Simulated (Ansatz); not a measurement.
## Al$_{2}$H, doublet: reading a ladder of total energies

Geometry: a point of a stretch scan, not a stationary point.

```
atom   x (Å)   y (Å)    z (Å)
  Al  0.0000  0.0000   0.1353
  Al  0.0000  0.0000  -2.5416
   H  0.0000  0.0000   2.4063
```

Basis cc-pVDZ; Ansatz 0.2.0. Only valence electrons are correlated (noble-gas cores frozen), which leaves 7 electrons in 31 orbitals. R marks a restricted (for open shells ROHF) determinant.

Full CI isn't at hand for all of this; RCCSDT(Q) serves as the reference, and is uncertain by about the last step of the cluster series.

Runs differ by some tens of microhartree through their thresholds and, for an open shell, their frozen cores, so steps under 0.03 kcal/mol mean nothing.

```tsv
level	total energy (hartree)
RHF	-484.295073
RMP2	-484.395870
RCCSD	-484.432635
RCCSD(T)	-484.438855
RCCSDT	-484.440949
RCCSDT(Q)	-484.441360
```

What is the correlation energy at RCCSDT(Q), and what share of it do RMP2 and RCCSD(T) recover?

E(corr) = -484.441360 − (-484.295073) = -0.146287 hartree = -3.981 eV. RMP2: -0.100797 / -0.146287 = 68.90 %. RCCSD(T): -0.143782 / -0.146287 = 98.29 %.

By how many kcal/mol does RCCSD(T) miss RCCSDT(Q) (1 hartree = 627.509 kcal/mol), and which steps make up the rest?

-484.438855 − (-484.441360) = 0.002505 hartree = 1.57 kcal/mol. Steps: RCCSDT − RCCSD(T) = -1.31, RCCSDT(Q) − RCCSDT = -0.26 kcal/mol. Differences between like states or geometries often cancel part of this.
